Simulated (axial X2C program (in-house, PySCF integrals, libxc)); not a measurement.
Correcting the dissociation energy of AlCl for spin–orbit coupling

A spin-free CCSD(T) curve (one-electron X2C) was computed with an in-house relativistic program for diatomic molecules, basis Cl dyall-av3z [9s8p3d2f], Al dyall-v3z [8s8p2d1f] (cores contracted in-house), for the state M_S = 0, Λ = 0 (closed shell). It gives D0 = 5.062 eV to Cl + Al, which in a spin-free picture are the weighted means of the ground terms.

Correlated methods: 10 electrons correlated (number of frozen shells: Cl 2 s, 1 p; Al 2 s, 1 p), 168 virtual spin orbitals or spinors in MP2, 88 natural virtuals in coupled cluster.

Measured levels of the ground terms (NIST Handbook of Basic Atomic Spectroscopic Data), in cm⁻¹: Cl 2P: J = 3/2 at 0, J = 1/2 at 882.4; Al 2P: J = 1/2 at 0, J = 3/2 at 112.1.

The molecular state has Λ = 0, so it has no first-order lowering.

**Question.** How far does each ground level lie under the (2J+1)-weighted mean of its term?

**Answer.** Cl: (4 × 0 + 2 × 882.4)/6 = 294 cm⁻¹; Al: (2 × 0 + 4 × 112.1)/6 = 75 cm⁻¹.

**Question.** Correct D0.

**Answer.** D0 = 5.062 + (0 − 369)/8065.5 = 5.016 eV at CCSD(T) with these spin–orbit terms. The direct two-component run gives 5.018 eV; the difference holds second-order terms in the molecule, scalar two-electron terms, the gap between measured and computed atomic splittings (a 2c atom can miss part of its lowering) and, in coupled cluster, the truncation of each run.

Second-order spin–orbit effects in the molecule, which grow quickly with Z, are left out. One determinant describes the state; a PBE0 search over occupations chose it and may have missed a lower one. Dissociation energies refer to the lowest single-determinant-based atoms at the same level and basis. CCSD and (T) use frozen natural virtuals with an MP2 correction for the truncation; (T) itself is uncorrected, so its De runs slightly low.
